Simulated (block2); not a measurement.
# CH3F (fluoromethane): DMRG/STO-3G, part 1 of 2

What is the energy change on altering one bond length of CH3F (fluoromethane) at DMRG/STO-3G? 

The calculation is run with block2 0.5.4.

4 further runs of the same task are left out: 1 that didn't finish, 3 set aside as unsound or not needed.

## 1. The molecule

CH3F: 5 atoms, total charge 0, spin state singlet. SMILES: `CF`. The shape is that of a PBE0-D4/def2-TZVP optimisation.

Bond lengths: C1–F2 1.376 Å, C1–H3 1.092 Å, C1–H4 1.092 Å, C1–H5 1.092 Å. Angles: F2–C1–H3 109.1°, F2–C1–H4 109.1°, F2–C1–H5 109.1°, H3–C1–H4 109.9°, H3–C1–H5 109.9°, H4–C1–H5 109.9°.

## 2. A single-point energy at DMRG/STO-3G

Input file prepare.py:

```python
from pyscf import ao2mo, cc, dft, gto, mcscf, mp, scf
from pyscf.tools import fcidump

geom = """
C
F 1 1.376346
H 1 1.092286 2 109.08614
H 1 1.092399 3 109.85294 2 119.52673
H 1 1.092356 3 109.85749 4 120.94754
"""
mol = gto.M(
    atom=geom,
    basis="sto-3g",
    spin=0,
    verbose=3,
)
print("nao: %d" % (mol.nao))
mf = scf.RHF(mol)
mf.conv_tol = 1e-10
mf.max_cycle = 200
mf.kernel()
if not mf.converged:
    mf = mf.newton().run(mf.mo_coeff, mf.mo_occ)
print("SCF energy: %.10f" % (mf.e_tot))
ref = mf
pt = mp.MP2(ref, frozen=2).run()
mycc = cc.CCSD(ref, frozen=2)
mycc.max_cycle = 150
mycc.kernel()
print(f"E(MP2): {pt.e_tot:.10f}")
if mycc.converged:
    print(f"CCSD total energy: {mycc.e_tot:.10f}")
    print(f"CCSD(T) total energy: {mycc.e_tot + mycc.ccsd_t():.10f}")
    print(f"T1: {mycc.get_t1_diagnostic():.4f}")
ks = dft.RKS(mol, xc="m06l").set(conv_tol=1e-9, verbose=3).run()
if ks.converged:
    print(f"E(M06-L): {ks.e_tot:.8f}")
ks = dft.RKS(mol, xc="lda,vwn5").set(conv_tol=1e-9, verbose=3).run()
if ks.converged:
    print(f"E(SVWN5): {ks.e_tot:.8f}")
ks = dft.RKS(mol, xc="wb97x").set(conv_tol=1e-9, verbose=3).run()
if ks.converged:
    print("E(wB97X): %.8f" % (ks.e_tot))
occ_no, mo = mcscf.addons.make_natural_orbitals(cc.CCSD(mf, frozen=2).run())
mf.mo_coeff = mo
cas = mcscf.CASCI(mf, 11, 14)
h1, ecore = cas.get_h1eff()
fcidump.from_integrals("FCIDUMP", h1, cas.get_h2eff(), 11, 14, nuc=ecore, ms=0)
ci = mcscf.CASCI(mf, 11, (7, 7))
ci.fix_spin_(ss=0)
ci.fcisolver.conv_tol = 1e-10
ci.fcisolver.max_cycle = 200
ci.kernel()
print(f"exact diagonalisation: {ci.e_tot:.10f}")
```

Input file dmrg.conf:

```
sym c1
orbitals FCIDUMP
nelec 14
spin 0
irrep 1
occ 2 2 2 2 2 2 2 0 0 0 0
cbias 0.3
schedule
0 750 1E-09 1E-04
3 1125 1E-09 1E-04
5 1500 1E-09 1E-05
9 1500 1E-10 0.0
end
maxiter 15
sweep_tol 1E-06
noreorder
mem 1g
num_thrds 1
prefix ./tmp
outputlevel 2
onepdm
```

On the command line:

```sh
python prepare.py && block2main dmrg.conf
```

Standard output:

```text
$ python prepare.py
nao: 13
converged SCF energy = -137.16841639403
SCF energy: -137.1684163940
E(RMP2) = -137.236208867195  E_corr = -0.0677924731654742
E(SCS-RMP2) = -137.245269163448  E_corr = -0.076852769418434
E(CCSD) = -137.2616886553097  E_corr = -0.09327226127977747
E(MP2): -137.2362088672
CCSD total energy: -137.2616886553
CCSD(T) correction = -0.000805996210856596
CCSD(T) total energy: -137.2624946515
T1: 0.0059
converged SCF energy = -137.782807509432
E(M06-L): -137.78280751
converged SCF energy = -136.749137817436
E(SVWN5): -136.74913782
converged SCF energy = -137.787389935823
E(wB97X): -137.78738994
E(CCSD) = -137.2616886553097  E_corr = -0.09327226127977747
CASCI E = -137.262772677784  E(CI) = -53.5992318334360  S^2 = 0.0000000
exact diagonalisation: -137.2627726778

$ block2main dmrg.conf

********************************** INPUT START **********************************
sym                                                             c1
orbitals                                                   FCIDUMP
nelec                                                           14
spin                                                             0
irrep                                                            1
occ                                          2 2 2 2 2 2 2 0 0 0 0
cbias                                                          0.3
maxiter                                                         15
sweep_tol                                                    1E-06
noreorder
mem                                                             1g
num_thrds                                                        1
prefix                                                       ./tmp
outputlevel                                                      2
onepdm
schedule                  Sweep   0-   2 : Mmps =   750 Noise =    0.0001 DavTol =     1e-09
                          Sweep   3-   4 : Mmps =  1125 Noise =    0.0001 DavTol =     1e-09
                          Sweep   5-   8 : Mmps =  1500 Noise =     1e-05 DavTol =     1e-09
                          Sweep   9-  14 : Mmps =  1500 Noise =         0 DavTol =     1e-10
********************************** INPUT END   **********************************

SPIN ADAPTED - REAL DOMAIN - DOUBLE PREC
qc mpo type =  QCTypes.Conventional
 UseMainStack = 0 MinDiskUsage = 1 MinMemUsage = 0 IBuf = 0 OBuf = 0
 FPCompression: prec = 1.00e-16 chunk = 1024
 IMain = 0 B / 66.8 MB DMain = 0 B / 343 MB ISeco = 0 B / 28.6 MB DSeco = 0 B / 515 MB
 OpenMP = 1 TBB = 0 BLIS = 0 MKL = GNU 2024.0.2 SeqType = Tasked AlignType = None MKLIntLen = 4
 THREADING = 2 layers : Global | Operator BatchedGEMM
 NUMBER : Global = 1 Operator = 1 Quanta = 0 MKL = 1
 COMPLEX = 1 SINGLE-PREC = 1 KSYMM = 0
read integral finished 0.004201521995128132
integral sym error =            0
MinMPOMemUsage =  False
MPS =  CCRRRRRRRRR 0 2 < N=14 S=0 PG=0 >
GS INIT MPS BOND DIMS =       1     3    10    35   126   314   314   126    35    10     3     1
pre-mpo memory usage =  169 MB
build mpo start ...
build mpo finished ... Tread = 0.000 Twrite = 0.000 T = 0.004
simpl mpo start ...
simpl mpo finished ... Tread = 0.000 Twrite = 0.000 T = 0.012
GS MPO BOND DIMS =      16    23    34    49    68    68    49    34    23    16     1
build 1pdm mpo 0.03711184099665843
build identity mpo 0.03759183699730784
memory usage =  178 MB
para mpo finished 0.03786361099628266
Environment initialization | Nsites =    11 | Center =     0
 INIT-R <-- Site =    8 ..  Bmem =   264 B Rmem =   264 B T = 0.00
 INIT-R <-- Site =    7 ..  Bmem = 3.13 KB Rmem = 3.13 KB T = 0.00
 INIT-R <-- Site =    6 ..  Bmem = 45.2 KB Rmem = 45.2 KB T = 0.00
 INIT-R <-- Site =    5 ..  Bmem =  714 KB Rmem =  714 KB T = 0.00
 INIT-R <-- Site =    4 ..  Bmem = 10.8 MB Rmem = 14.2 MB T = 0.06
 INIT-R <-- Site =    3 ..  Bmem = 73.4 MB Rmem = 6.63 MB T = 0.09
 INIT-R <-- Site =    2 ..  Bmem = 56.2 MB Rmem =  714 KB T = 0.05
 INIT-R <-- Site =    1 ..  Bmem = 5.37 MB Rmem = 45.2 KB T = 0.01
 INIT-R <-- Site =    0 ..  Bmem =  280 KB Rmem = 3.13 KB T = 0.00
Time init sweep =        0.208 | MaxBmem = 73.4 MB | MaxRmem = 6.63 MB
 | Tread = 0.000 | Twrite = 0.021 | Tfpread = 0.000 | Tfpwrite = 0.020 | data = 17.6 MB | cpsd = 13.5 MB | Tasync = 0.000

env init finished 0.24654398399434285

[... 3 lines left out ...]
 --> Site =    2-   3 .. Mmps =   34 Ndav =  34 E =   -133.9074348448 Error = 1.68e-15 FLOPS = 6.66e+09 Tdav = 0.03 T = 0.04
[... 2 lines left out ...]
 --> Site =    5-   6 .. Mmps =  750 Ndav =  38 E =   -137.2627726777 Error = 1.46e-12 FLOPS = 1.27e+10 Tdav = 2.35 T = 2.54
[... 2 lines left out ...]
 --> Site =    8-   9 .. Mmps =   65 Ndav =   1 E =   -137.2627726777 Error = 4.61e-18 FLOPS = 2.93e+09 Tdav = 0.00 T = 0.07
[... 11 lines left out ...]
 <-- Site =    8-   9 .. Mmps =   10 Ndav =   1 E =   -137.2627726777 Error = 0.00e+00 FLOPS = 3.62e+09 Tdav = 0.00 T = 0.01
[... 2 lines left out ...]
 <-- Site =    5-   6 .. Mmps =  430 Ndav =   1 E =   -137.2627726777 Error = 0.00e+00 FLOPS = 1.53e+10 Tdav = 0.05 T = 0.14
[... 2 lines left out ...]
 <-- Site =    2-   3 .. Mmps =  238 Ndav =   1 E =   -137.2627726776 Error = 7.41e-14 FLOPS = 6.76e+09 Tdav = 0.02 T = 0.32
[... 11 lines left out ...]
 --> Site =    0-   1 .. Mmps =    3 Ndav =   1 E =   -137.2627726776 Error = 0.00e+00 FLOPS = 1.58e+09 Tdav = 0.00 T = 0.00
[... 2 lines left out ...]
 --> Site =    3-   4 .. Mmps =  121 Ndav =   1 E =   -137.2627726776 Error = 8.56e-15 FLOPS = 9.57e+09 Tdav = 0.06 T = 0.22
[... 2 lines left out ...]
 --> Site =    6-   7 .. Mmps =  750 Ndav =   1 E =   -137.2627726778 Error = 3.86e-11 FLOPS = 7.85e+09 Tdav = 0.11 T = 0.54
[... 2 lines left out ...]
 --> Site =    9-  10 .. Mmps =   12 Ndav =   1 E =   -137.2627726778 Error = 8.02e-18 FLOPS = 1.41e+09 Tdav = 0.00 T = 0.00
[... 11 lines left out ...]
 <-- Site =    7-   8 .. Mmps =   35 Ndav =   1 E =   -137.2627726778 Error = 0.00e+00 FLOPS = 3.89e+09 Tdav = 0.05 T = 0.17
[... 2 lines left out ...]
 <-- Site =    4-   5 .. Mmps = 1045 Ndav =   1 E =   -137.2627726778 Error = 1.37e-13 FLOPS = 1.66e+10 Tdav = 0.05 T = 0.24
[... 2 lines left out ...]
 <-- Site =    1-   2 .. Mmps =   60 Ndav =   1 E =   -137.2627726778 Error = 6.98e-15 FLOPS = 4.13e+09 Tdav = 0.00 T = 0.06
[... 11 lines left out ...]
 --> Site =    1-   2 .. Mmps =   10 Ndav =   1 E =   -137.2627726778 Error = 0.00e+00 FLOPS = 5.70e+09 Tdav = 0.00 T = 0.01
[... 2 lines left out ...]
 --> Site =    4-   5 .. Mmps =  358 Ndav =   1 E =   -137.2627726778 Error = 1.09e-13 FLOPS = 1.70e+10 Tdav = 0.05 T = 0.14
[... 2 lines left out ...]
 --> Site =    7-   8 .. Mmps =  294 Ndav =   1 E =   -137.2627726778 Error = 2.80e-14 FLOPS = 3.66e+09 Tdav = 0.07 T = 0.59
[... 11 lines left out ...]
 <-- Site =    9-  10 .. Mmps =    3 Ndav =   1 E =   -137.2627726778 Error = 0.00e+00 FLOPS = 1.71e+09 Tdav = 0.00 T = 0.00
[... 2 lines left out ...]
 <-- Site =    6-   7 .. Mmps =  126 Ndav =   1 E =   -137.2627726778 Error = 0.00e+00 FLOPS = 7.65e+09 Tdav = 0.12 T = 0.37
[... 2 lines left out ...]
 <-- Site =    3-   4 .. Mmps =  611 Ndav =   1 E =   -137.2627726778 Error = 4.83e-13 FLOPS = 9.80e+09 Tdav = 0.10 T = 0.72
[... 2 lines left out ...]
 <-- Site =    0-   1 .. Mmps =   10 Ndav =   1 E =   -137.2627726778 Error = 1.14e-14 FLOPS = 1.47e+09 Tdav = 0.00 T = 0.00
[... 11 lines left out ...]
 --> Site =    2-   3 .. Mmps =   34 Ndav =   1 E =   -137.2627726778 Error = 3.70e-16 FLOPS = 6.85e+09 Tdav = 0.02 T = 0.09
[... 2 lines left out ...]
 --> Site =    5-   6 .. Mmps =  666 Ndav =   1 E =   -137.2627726778 Error = 5.93e-13 FLOPS = 1.68e+10 Tdav = 0.04 T = 0.19
[... 2 lines left out ...]
 --> Site =    8-   9 .. Mmps =   62 Ndav =   1 E =   -137.2627726778 Error = 1.08e-14 FLOPS = 3.12e+09 Tdav = 0.00 T = 0.07
[... 11 lines left out ...]
 <-- Site =    8-   9 .. Mmps =   10 Ndav =   1 E =   -137.2627726778 Error = 0.00e+00 FLOPS = 4.92e+09 Tdav = 0.00 T = 0.01
[... 2 lines left out ...]
 <-- Site =    5-   6 .. Mmps =  430 Ndav =   1 E =   -137.2627726778 Error = 0.00e+00 FLOPS = 1.69e+10 Tdav = 0.04 T = 0.11
[... 2 lines left out ...]
 <-- Site =    2-   3 .. Mmps =  212 Ndav =   1 E =   -137.2627726778 Error = 9.27e-14 FLOPS = 6.92e+09 Tdav = 0.02 T = 0.31
[... 11 lines left out ...]
 --> Site =    0-   1 .. Mmps =    3 Ndav =   1 E =   -137.2627726778 Error = 0.00e+00 FLOPS = 1.47e+09 Tdav = 0.00 T = 0.00
[... 2 lines left out ...]
 --> Site =    3-   4 .. Mmps =  120 Ndav =   1 E =   -137.2627726778 Error = 1.17e-15 FLOPS = 1.01e+10 Tdav = 0.10 T = 0.34
 --> Site =    4-   5 .. Mmps =  333 Ndav =   1 E =   -137.2627726778 Error = 9.97e-14 FLOPS = 1.72e+10 Tdav = 0.05 T = 0.13
 --> Site =    5-   6 .. Mmps =  666 Ndav =   1 E =   -137.2627726778 Error = 5.93e-13 FLOPS = 1.72e+10 Tdav = 0.04 T = 0.19
 --> Site =    6-   7 .. Mmps =  845 Ndav =   1 E =   -137.2627726778 Error = 1.97e-13 FLOPS = 8.20e+09 Tdav = 0.09 T = 0.42
 --> Site =    7-   8 .. Mmps =  285 Ndav =   1 E =   -137.2627726778 Error = 4.90e-14 FLOPS = 3.82e+09 Tdav = 0.06 T = 0.48
 --> Site =    8-   9 .. Mmps =   62 Ndav =   1 E =   -137.2627726778 Error = 1.08e-14 FLOPS = 3.11e+09 Tdav = 0.00 T = 0.07
 --> Site =    9-  10 .. Mmps =   12 Ndav =   1 E =   -137.2627726778 Error = 7.75e-18 FLOPS = 1.57e+09 Tdav = 0.00 T = 0.00
[... 8 lines left out ...]
Sweep =    9 | Direction = backward | Bond dimension = 1500 | Noise =  0.00e+00 | Dav threshold =  1.00e-10
 <-- Site =    9-  10 .. Mmps =    3 Ndav =   1 E =   -137.2627726778 Error = 0.00e+00 FLOPS = 1.60e+09 Tdav = 0.00 T = 0.00
 <-- Site =    8-   9 .. Mmps =   10 Ndav =   1 E =   -137.2627726778 Error = 0.00e+00 FLOPS = 4.79e+09 Tdav = 0.00 T = 0.01
 <-- Site =    7-   8 .. Mmps =   35 Ndav =   1 E =   -137.2627726778 Error = 0.00e+00 FLOPS = 3.74e+09 Tdav = 0.07 T = 0.20
 <-- Site =    6-   7 .. Mmps =  126 Ndav =   1 E =   -137.2627726778 Error = 0.00e+00 FLOPS = 8.05e+09 Tdav = 0.09 T = 0.23
 <-- Site =    5-   6 .. Mmps =  311 Ndav =   1 E =   -137.2627726778 Error = 9.08e-15 FLOPS = 1.74e+10 Tdav = 0.04 T = 0.11
 <-- Site =    4-   5 .. Mmps =  302 Ndav =   1 E =   -137.2627726778 Error = 3.47e-14 FLOPS = 1.83e+10 Tdav = 0.04 T = 0.13
 <-- Site =    3-   4 .. Mmps =  120 Ndav =   1 E =   -137.2627726778 Error = 4.11e-18 FLOPS = 1.43e+10 Tdav = 0.01 T = 0.08
 <-- Site =    2-   3 .. Mmps =   34 Ndav =   1 E =   -137.2627726778 Error = 7.58e-18 FLOPS = 6.34e+09 Tdav = 0.00 T = 0.02
 <-- Site =    1-   2 .. Mmps =   10 Ndav =   1 E =   -137.2627726778 Error = 2.76e-19 FLOPS = 1.02e+09 Tdav = 0.00 T = 0.00
 <-- Site =    0-   1 .. Mmps =    3 Ndav =   1 E =   -137.2627726778 Error = 7.34e-20 FLOPS = 8.93e+07 Tdav = 0.00 T = 0.00
Time elapsed =     24.167 | E =    -137.2627726778 | DE = 8.53e-14 | DW = 3.47380e-14
Time sweep =        0.782 | 2.43 GFLOP/SWP
 | Dmem = 33.9 MB (1%) | Imem = 79.1 KB (96%) | Hmem = 242 MB | Wmem = 247 KB | Pmem = 0 B
 | Tread = 0.062 | Twrite = 0.019 | Tfpread = 0.062 | Tfpwrite = 0.019 | Tmporead = 0.000
 | data = 17.0 MB | cpsd = 12.7 MB | Tasync = 0.000
 | Trot = 0.035 | Tctr = 0.003 | Tint = 0.001 | Tmid = 0.025 | Tdctr = 0.002 | Tdiag = 0.005 | Tinfo = 0.002
 | Teff = 0.394 | Tprt = 0.000 | Teig = 0.253 | Tblk = 0.684 | Tmve = 0.097 | Tdm = 0.001 | Tsplt = 0.017 | Tsvd = 0.000 | Torth = 0.000

Final canonical form =  CRRRRRRRRRR 0
DMRG Energy = -137.262772677772546
npdm string = ['(C+D)0']

Build NPDM MPO | Nsites =    11 | Nmaxops =  2 | SymbolFree = T | Cutoff = 0.00e+00
 Site =     0 /    11 .. L =        4 R =        1 M =            0 Tmid = 0.000 T = 0.000
 Site =     1 /    11 .. L =        4 R =       21 M =           21 Tmid = 0.000 T = 0.000
 Site =     2 /    11 .. L =        4 R =       19 M =           19 Tmid = 0.000 T = 0.000
 Site =     3 /    11 .. L =        4 R =       17 M =           17 Tmid = 0.000 T = 0.000
 Site =     4 /    11 .. L =        4 R =       15 M =           15 Tmid = 0.000 T = 0.000
 Site =     5 /    11 .. L =        4 R =       13 M =           13 Tmid = 0.000 T = 0.000
 Site =     6 /    11 .. L =        4 R =       11 M =           11 Tmid = 0.000 T = 0.000
 Site =     7 /    11 .. L =        4 R =        9 M =            9 Tmid = 0.000 T = 0.000
 Site =     8 /    11 .. L =        4 R =        7 M =            7 Tmid = 0.000 T = 0.000
 Site =     9 /    11 .. L =        4 R =        5 M =            5 Tmid = 0.000 T = 0.000
 Site =    10 /    11 .. L =        1 R =        4 M =            4 Tmid = 0.000 T = 0.000
Ttotal =      0.000

Environment initialization | Nsites =    11 | Center =     0
 INIT-R <-- Site =    8 ..  Bmem =    80 B Rmem =    80 B T = 0.00
 INIT-R <-- Site =    7 ..  Bmem =    80 B Rmem =   800 B T = 0.00
 INIT-R <-- Site =    6 ..  Bmem =   800 B Rmem = 11.2 KB T = 0.00
 INIT-R <-- Site =    5 ..  Bmem = 11.2 KB Rmem =  161 KB T = 0.00
 INIT-R <-- Site =    4 ..  Bmem =  161 KB Rmem = 1.32 MB T = 0.00
 INIT-R <-- Site =    3 ..  Bmem = 1.32 MB Rmem = 1.48 MB T = 0.01
 INIT-R <-- Site =    2 ..  Bmem = 1.48 MB Rmem =  260 KB T = 0.00
 INIT-R <-- Site =    1 ..  Bmem =  260 KB Rmem = 27.2 KB T = 0.00
 INIT-R <-- Site =    0 ..  Bmem = 27.2 KB Rmem = 2.97 KB T = 0.00
Time init sweep =        0.017 | MaxBmem = 1.32 MB | MaxRmem = 1.48 MB
 | Tread = 0.000 | Twrite = 0.004 | Tfpread = 0.000 | Tfpwrite = 0.003 | data = 3.25 MB | cpsd = 2.54 MB | Tasync = 0.000

Expectation | Direction =  forward | BRA bond dimension = 1045 | KET bond dimension = 1045
 --> Site =    0-   1 .. Nterms =           21 Error =  0.000000000000/ 0.000000000000 FLOPS = 2.54e+07 Tmult = 0.00 T = 0.00
 --> Site =    1-   2 .. Nterms =           19 Error =  0.000000000000/ 0.000000000000 FLOPS = 6.24e+08 Tmult = 0.00 T = 0.00
 --> Site =    2-   3 .. Nterms =           17 Error =  0.000000000000/ 0.000000000000 FLOPS = 2.69e+09 Tmult = 0.00 T = 0.00
 --> Site =    3-   4 .. Nterms =           15 Error =  0.000000000000/ 0.000000000000 FLOPS = 4.84e+09 Tmult = 0.00 T = 0.01
 --> Site =    4-   5 .. Nterms =           13 Error =  0.000000000000/ 0.000000000000 FLOPS = 9.83e+09 Tmult = 0.00 T = 0.01
 --> Site =    5-   6 .. Nterms =           11 Error =  0.000000000000/ 0.000000000000 FLOPS = 1.94e+10 Tmult = 0.00 T = 0.01
 --> Site =    6-   7 .. Nterms =            9 Error =  0.000000000000/ 0.000000000000 FLOPS = 1.88e+10 Tmult = 0.00 T = 0.02
 --> Site =    7-   8 .. Nterms =            7 Error =  0.000000000000/ 0.000000000000 FLOPS = 8.42e+09 Tmult = 0.00 T = 0.02
 --> Site =    8-   9 .. Nterms =            5 Error =  0.000000000000/ 0.000000000000 FLOPS = 2.37e+09 Tmult = 0.00 T = 0.01
 --> Site =    9-  10 .. Nterms =            4 Error =  0.000000000000/ 0.000000000000 FLOPS = 1.60e+08 Tmult = 0.00 T = 0.00
Time elapsed =      0.078
Time sweep =        0.078 | 63.8 MFLOP/SWP
 | Dmem = 1.71 MB (13%) | Imem = 15.5 KB (93%) | Hmem = 19.6 MB | Wmem = 240 KB | MaxBmem = 646 KB | MaxRmem = 621 KB
 | Tread = 0.004 | Twrite = 0.002 | Tfpread = 0.004 | Tfpwrite = 0.002 | data = 1.87 MB | cpsd = 1.28 MB | Tasync = 0.000
 | Trot = 0.006 | Tctr = 0.000 | Tint = 0.000 | Tmid = 0.000 | Tdctr = 0.000 | Tdiag = 0.000 | Tinfo = 0.001
 | Teff = 0.013 | Texpt = 0.007 | Tblk = 0.065 | Tmve = 0.012

NPDM Sorting | Nsites =    11 | Nmaxops =  2 | DotSite = 2 | SymbolFree = T | Compressed = T | LowMem = F | Mem = 968 B
 Site =     0 ..  T = 0.000
 Site =     1 ..  T = 0.000
 Site =     2 ..  T = 0.000
 Site =     3 ..  T = 0.000
 Site =     4 ..  T = 0.000
 Site =     5 ..  T = 0.000
 Site =     6 ..  T = 0.000
 Site =     7 ..  T = 0.000
 Site =     8 ..  T = 0.000
 Site =     9 ..  T = 0.000
Ttotal =      0.000

DMRG OCC =   1.999 1.997 1.997 1.984 1.976 1.976 1.964 0.037 0.024 0.024 0.021
```

Wall time 27 s (1 thread of Intel Xeon 6975P-C (Granite Rapids), shared host); peak memory 0.77 GiB.

(Continued in part 2 of 2.)
